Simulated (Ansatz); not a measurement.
Process, species as SMILES: P (PH3) → 3 H atom + P atom
B3LYP-D3(BJ)/def2-TZVP geometries, fixed; electronic energies without zero-point terms.
Largest species:
```
P
H 1 1.4188
H 1 1.4188 2 93.38
H 1 1.4188 2 93.38 3 93.59
```
Charge 0, spin multiplicity 1.

Basis-set convergence of the atomisation energy at PBE with Ansatz (an electronic-structure program). Cartesian d functions, on some or all atoms, in 6-31G*, 6-31+G*, 6-311G**, 6-311+G**; all else is spherical. The program fits the integrals of some runs and decomposes those of others, by size. Open shells are unrestricted. No added dispersion term, no relativity. Functions are those of the species that has most. Reference: the value in pcseg-4, 239.32 kcal/mol, itself unsure by roughly 0.05 kcal/mol (its mean distance from aug-pcseg-3, aug-cc-pV(Q+d)Z, cc-pV(5+d)Z). Deviations are taken from unrounded values.

```
basis            functions  atomisation energy (kcal/mol)
---------------  ---------  -----------------------------
6-31G*                  25                         235.08
6-31+G*                 29                         235.38
def2-SVP                33                         236.58
def2-SVPD               48                         238.43
pcseg-1                 33                         234.70
aug-pcseg-1             54                         235.52
cc-pV(D+d)Z             38                         236.66
aug-cc-pV(D+d)Z         59                         236.12
6-311G**                45                         236.34
6-311+G**               49                         236.01
def2-TZVP               55                         239.04
def2-TZVPD              70                         239.28
pcseg-2                 76                         238.42
aug-pcseg-2            119                         238.81
cc-pV(T+d)Z             81                         239.43
aug-cc-pV(T+d)Z        124                         239.18
def2-TZVPP              84                         239.61
def2-TZVPPD             99                         239.75
cc-pV(Q+d)Z            154                         239.48
aug-cc-pV(Q+d)Z        227                         239.38
def2-QZVPP             160                         239.25
def2-QZVPPD            175                         239.29
pcseg-3                163                         239.26
aug-pcseg-3            236                         239.30
```

What the diffuse functions change, pair by pair:
- 6-31G* to 6-31+G*: 4 more functions, deviation -4.24 to -3.94 kcal/mol
- def2-SVP to def2-SVPD: 15 more functions, deviation -2.74 to -0.89 kcal/mol
- pcseg-1 to aug-pcseg-1: 21 more functions, deviation -4.62 to -3.80 kcal/mol
- cc-pV(D+d)Z to aug-cc-pV(D+d)Z: 21 more functions, deviation -2.66 to -3.21 kcal/mol
- 6-311G** to 6-311+G**: 4 more functions, deviation -2.98 to -3.31 kcal/mol
- def2-TZVP to def2-TZVPD: 15 more functions, deviation -0.28 to -0.04 kcal/mol
- pcseg-2 to aug-pcseg-2: 43 more functions, deviation -0.90 to -0.51 kcal/mol
- cc-pV(T+d)Z to aug-cc-pV(T+d)Z: 43 more functions, deviation 0.11 to -0.14 kcal/mol
- def2-TZVPP to def2-TZVPPD: 15 more functions, deviation 0.29 to 0.43 kcal/mol
- cc-pV(Q+d)Z to aug-cc-pV(Q+d)Z: 73 more functions, deviation 0.16 to 0.06 kcal/mol
- def2-QZVPP to def2-QZVPPD: 15 more functions, deviation -0.07 to -0.03 kcal/mol
- pcseg-3 to aug-pcseg-3: 73 more functions, deviation -0.06 to -0.03 kcal/mol

They bring the value nearer the reference by more than 0.05 kcal/mol in 6 of 12 pairs.
